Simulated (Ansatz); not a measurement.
Input file:

```yaml
crystal:
  periodic: [false, false, false]
  atoms:
    - {symbol: Si, position_ang: [0.000000, -0.070696, 1.201482]}
    - {symbol: Al, position_ang: [0.000000, 0.032539, -1.238237]}
    - {symbol: H, position_ang: [1.204287, 0.491187, 1.882317]}
    - {symbol: H, position_ang: [-1.204287, 0.491187, 1.882317]}
    - {symbol: H, position_ang: [0.000000, 1.423774, -2.008377]}
    - {symbol: H, position_ang: [0.000000, -1.307279, -2.088305]}
basis:
  gaussian: {orbitals: cc-pVDZ}
total_charge: 1
magnetization: {spin_polarized: false, initial_magnetization: 2}
correlation: {active_space: {ras: {orbitals: [4, 2, 40], electrons: 10, max_holes: 2, max_particles: 2}, fixed_orbitals: true}}
accuracy: high
output: {forces: true}
```

```sh
$ ansatz run in.yaml --threads 1 --pin off --events-out ev --progress --plain --max-ram 2393MiB
```

Log:

```
1255 factors; integrals over basis functions are off by at most 3.6e-9 eV
mean field evaluation 1: about -14496.3042 eV, gradient 1.0e1 eV
mean field evaluation 2: about -14496.3115 eV, gradient 1.0e1 eV
mean field evaluation 4: about -14497.4634 eV, gradient 1.2e0 eV
mean field evaluation 8: about -14497.4993 eV, gradient 1.4e-4 eV
mean field evaluation 16: about -14496.4187 eV, gradient 2.5e0 eV
mean field evaluation 32: about -14496.5599 eV, gradient 1.0e1 eV
mean field -14497.49931051 eV, -532.7732729031 hartree, gradient 3.3e-8 eV, S^2 2.000000; 2 other end points of the search recorded, 0 dependent functions left out
reference -14497.49931051 eV, -532.7732729031 hartree; 16, 14 occupied and 40, 42 virtual orbitals, 1255 factors
state -14501.98017971 eV, -532.9379418091 hartree
the calculation of the forces begins
Total energy: -14501.98017971 eV, -532.9379418091 hartree
Atom 0 at     0.000000    -0.070696     1.201482 Å, force    -0.000000    -0.320783     3.354875 eV/Å
Atom 1 at     0.000000     0.032539    -1.238237 Å, force     0.000000     0.767267    -3.197445 eV/Å
Atom 2 at     1.204287     0.491187     1.882317 Å, force     0.462310    -0.103263    -0.757469 eV/Å
Atom 3 at    -1.204287     0.491187     1.882317 Å, force    -0.462310    -0.103263    -0.757469 eV/Å
Atom 4 at     0.000000     1.423774    -2.008377 Å, force    -0.000000     0.110089     0.602574 eV/Å
Atom 5 at     0.000000    -1.307279    -2.088305 Å, force    -0.000000    -0.350047     0.754934 eV/Å
Dipole moment:    -0.000000    -0.016240     0.021093 e Å
```

Forces (eV/Å):
```
Si   0.000 -0.321  3.355
Al   0.000  0.767 -3.197
H    0.462 -0.103 -0.757
H   -0.462 -0.103 -0.757
H    0.000  0.110  0.603
H    0.000 -0.350  0.755
```

Ran on 1 thread of AMD EPYC 9B14, shared host: 6.5 s wall, 0.25 GiB peak host memory.
